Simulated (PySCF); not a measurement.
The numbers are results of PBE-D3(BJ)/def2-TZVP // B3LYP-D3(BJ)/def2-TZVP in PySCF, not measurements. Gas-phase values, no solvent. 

Reference species (SMILES): `[OH+]` (lower triplet) (charge +1, multiplicity 3).

* **highest occupied spin orbital**: -23.47 eV

Changed species: `B[O+]` (excited triplet) (O, X = boryl, multiplicity 3; the reference has O, X = H, multiplicity 3).

Q: What does the change do to the highest occupied spin orbital?

A: the highest occupied spin orbital rises by 6.79 eV, to -16.68 eV.
